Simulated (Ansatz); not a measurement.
Computed with Ansatz on PBE0-D4/def2-TZVP structures; ΔE is electronic, products minus reactants. CCSD(T)/CBS is the MP2 limit (def2-TZVPP, def2-QZVPP) plus CCSD(T) − MP2 in def2-TZVPP, frozen cores. Functionals use def2-TZVPP. B3LYP here is the variant with VWN-RPA as its local correlation; programs differ in this. HSE06 is defined as in plane-wave codes. Each species was taken in one conformer, which may not be the lowest.

Reaction (isomerisation): `CCC(N)O` → `CC(C)(N)O`

| level | ΔE (kJ/mol) | difference from CCSD(T)/CBS |
| --- | --- | --- |
| LDA (SPW92) | 0.2 | 2.2 |
| PBE-D4 | 2.0 | 4.0 |
| revPBE-D4 | 0.0 | 2.0 |
| BLYP-D4 | 1.4 | 3.4 |
| r2SCAN-D4 | -1.9 | 0.1 |
| B97M-V | -2.8 | -0.8 |
| PBE0-D4 | 1.7 | 3.7 |
| B3LYP-D4 | 1.7 | 3.7 |
| r2SCANh-D4 | -1.4 | 0.6 |
| r2SCAN0-D4 | -0.8 | 1.2 |
| BHLYP-D4 | 1.6 | 3.6 |
| CAM-B3LYP-D4 | 1.3 | 3.3 |
| ωB97X-V | 0.1 | 2.1 |
| ωB97M-V | -0.8 | 1.2 |
| B2PLYP | 1.6 | 3.6 |
| PBE-QIDH | 0.4 | 2.4 |
| revPBE | 5.4 | 7.4 |
| BLYP | 5.4 | 7.4 |
| r2SCAN | -1.5 | 0.5 |
| PBE0 | 3.1 | 5.1 |
| r2SCAN0 | -0.4 | 1.6 |
| HSE06 | 3.2 | 5.2 |
| BHLYP | 3.5 | 5.5 |
| CAM-B3LYP | 2.7 | 4.7 |
| LC-ωPBE | 2.1 | 4.1 |
| RPA@PBE/def2-TZVPP | -2.0 | 0.0 |
| HF/def2-SVP | 5.8 | 7.8 |
| MP2/def2-SVP | -2.1 | -0.1 |
| CCSD/def2-SVP | -0.2 | 1.8 |
| CCSD(T)/def2-SVP | -1.6 | 0.4 |
| HF/def2-TZVPP | 4.0 | 6.0 |
| MP2/def2-TZVPP | -2.5 | -0.5 |
| SCS-MP2/def2-TZVPP | -1.1 | 0.9 |
| CCSD/def2-TZVPP | -0.5 | 1.5 |
| HF/def2-QZVPP | 3.9 | 5.9 |
| MP2/def2-QZVPP | -2.7 | -0.7 |
| SCS-MP2/def2-QZVPP | -1.2 | 0.8 |
| HF/CBS(def2) | 3.9 | 5.9 |
| MP2/CBS(def2) | -2.8 | -0.8 |
| CCSD/CBS(def2) | -0.8 | 1.2 |
| CCSD(T)/CBS | -2.0 | 0 |

Q: What do rigid-rotor, harmonic-oscillator terms from PBE0-D4/def2-TZVP frequencies (298.15 K, 1 bar) make of the CCSD(T)/CBS value? (Estimate.)

A: Ansatz gave: ΔZPE = -4.1 kJ/mol, ΔH = -5.6 kJ/mol, ΔS = -2 J/(mol·K), ΔG = -5.2 kJ/mol.

Largest T1 diagnostic among the species: 0.010.

Leaving LDA and LC-ωPBE aside and taking each functional with its dispersion term where it has one, the values spread over 4.9 kJ/mol, from B97M-V to PBE-D4. LDA lies −3.5 kJ/mol from PBE without D4. In def2-TZVPP, CCSD(T) changes the Hartree–Fock value by −5.7 kJ/mol (the triples alone add −1.2 kJ/mol) and MP2 by −6.6 kJ/mol.

CCSD(T)/CBS has its own doubt, a few kJ/mol and more with outer-core shells, so smaller differences from it don't rank the levels.
